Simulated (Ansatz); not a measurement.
# Which is lower?

Two relaxed structures of CH$_{4}$BSi, doublet (PBE0-D4/def2-TZVP; forces vanish, vibrations not checked).

A:

B1  (-1.489, -0.696, -0.616)
C2  (-0.425, -0.275, 0.124)
Si3  (0.964, 0.257, 1.160)
H4  (-2.405, -1.059, -1.254)
H5  (0.652, -0.200, 2.543)
H6  (1.121, 1.735, 1.162)
H7  (2.246, -0.356, 0.725)
(Å)

B:

```
7
angstrom
B -1.0822 -0.4422 -0.5623
C 0.0345 0.2514 -0.9772
Si 0.5590 0.1177 0.7572
H -2.0734 -1.0278 -0.3125
H 0.5335 0.7108 -1.8178
H 0.4453 1.2491 1.7103
H 1.5833 -0.8590 1.2024
```

Computed with Ansatz 0.2.0 (basis: def2-TZVPP); correlated methods freeze the cores; orbitals are unrestricted. B3LYP uses VWN-RPA correlation.

Task: Which structure is lower at CCSD(T), and by how much? (To be estimated.)

Result: Computed: B, by 0.461 eV (electronic energy, against the other). By their contacts, A is CH₄BSi ([BH][C][SiH3]) and B is CH₄BSi ([BH]1[CH][SiH2]1).

Task: Do the other methods give the same order? (A judgement: the text doesn't fix the answer.)

Result: By the calculation: Not all: HF gives the other order.

| method | E(B) − E(A) (eV) |
| --- | --- |
| PBE-D4 | -0.699 |
| r2SCAN-D4 | -0.606 |
| PBE0-D4 | -0.639 |
| B3LYP-D4 | -0.377 |
| wB97M-V | -0.454 |
| HF | 0.135 |
| MP2 | -0.627 |
| CCSD | -0.371 |
| CCSD(T) | -0.461 |

T1 diagnostic: at most 0.019. ⟨S²⟩ of the unrestricted Hartree–Fock references: 0.76 to 0.77 (a pure state has 0.75).

Labels in which every atom is bracketed show which atoms are joined, not bond orders.

For scale, one of the runs: CCSD(T)/def2-TZVPP, 160 basis functions, launched by `ansatz run in.yaml --threads 2 --pin off --events-out ev --progress --plain --max-ram 4352MiB`. Hardware: 2 CPU threads of an Arm Neoverse V1, shared host. Wall time 69 s; peak host memory 2.7 GiB.
